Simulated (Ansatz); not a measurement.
The input, for Ansatz 0.2.0:

```yaml
crystal:
  periodic: [false, false, false]
  atoms:
    - {symbol: B, position_ang: [0.000000, 0.000000, 0.000000]}
    - {symbol: C, position_ang: [0.000000, 0.000000, 1.488912]}
basis:
  gaussian: {orbitals: cc-pVDZ}
magnetization: {spin_polarized: true, initial_magnetization: 1}
correlation: {method: ccsdt_q, electrons: outside_noble_gas}
```

```sh
$ ansatz run in.yaml --threads 1 --pin off --events-out ev --progress --plain --max-ram 2393MiB
```

Output:

```
493 factors; integrals over basis functions are off by at most 1.4e-7 eV
mean field evaluation 1: about -1692.3021 eV, gradient 9.5e0 eV
mean field evaluation 2: about -1692.3041 eV, gradient 9.6e0 eV
mean field evaluation 4: about -1693.0539 eV, gradient 1.3e0 eV
mean field evaluation 8: about -1693.0477 eV, gradient 3.1e-1 eV
mean field evaluation 16: about -1695.5951 eV, gradient 1.5e-4 eV
mean field evaluation 32: about -1693.0150 eV, gradient 3.7e-1 eV
mean field evaluation 64: about -1692.9999 eV, gradient 5.8e-1 eV
mean field evaluation 96: about -1695.4154 eV, gradient 5.9e-5 eV
mean field evaluation 128: about -1695.4247 eV, gradient 6.4e-1 eV
mean field evaluation 160: about -1695.4154 eV, gradient 7.1e-6 eV
...
cycle  40  -4.79721354 eV  change   -1.4e-5 eV  update   6.8e-6
cycle  41  -4.79723012 eV  change   -1.7e-5 eV  update   5.4e-6
cycle  42  -4.79723183 eV  change   -1.7e-6 eV  update   4.1e-6
cycle  43  -4.79723385 eV  change   -2.0e-6 eV  update   3.1e-6
cycle  44  -4.79723059 eV  change    3.3e-6 eV  update   2.2e-6
cycle  45  -4.79722930 eV  change    1.3e-6 eV  update   1.3e-6
cycle  46  -4.79722905 eV  change    2.5e-7 eV  update   8.6e-7
cycle  47  -4.79722919 eV  change   -1.5e-7 eV  update   6.8e-7
cycle  48  -4.79722956 eV  change   -3.6e-7 eV  update   4.9e-7
cycle  49  -4.79722975 eV  change   -2.0e-7 eV  update   2.9e-7
perturbative correction -0.14960609 eV, -0.0054979225 hartree
WARN: the results are in doubt because among natural orbitals full CI differs from the method by +0.462 eV
Total energy: -1700.51115073 eV, -62.4926321416 hartree
In doubt: among natural orbitals full CI differs from the method by +0.462 eV
```

Ran on 1 thread of Arm Neoverse V2, shared host: 7 s wall, 0.11 GiB peak host memory.
